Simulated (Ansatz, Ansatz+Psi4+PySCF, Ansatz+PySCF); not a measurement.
```xyz
10

C     0.0000    0.0000    0.0000
C     1.4143    0.0000    0.0000
C    -0.7072    1.2248    0.0000
C    -0.7072   -1.2248    0.0000
H     1.9765   -0.9363    0.0000
H     1.9765    0.9363    0.0000
H    -1.7991    1.2436    0.0000
H    -0.1774    2.1799    0.0000
H    -1.7991   -1.2436    0.0000
H    -0.1774   -2.1799    0.0000
```

Basis set: cc-pVTZ (spherical functions). Correlated methods keep 4 orbitals frozen. Charge 0, multiplicity 3.

Computed with Ansatz (development build ahead of 0.2.0); each method stands on the lowest determinant of its kind that the runs found.

The atomization energy at this shape (free ground-state atoms in the same class of orbitals less the molecule, no zero-point energy) of triplet C4H6:

```json
{"method": "UHF", "atomization energy": "32.33 eV"}
```

What does UHF-MP2 give?

41.12 eV. Caution: the unrestricted determinant is spin contaminated.
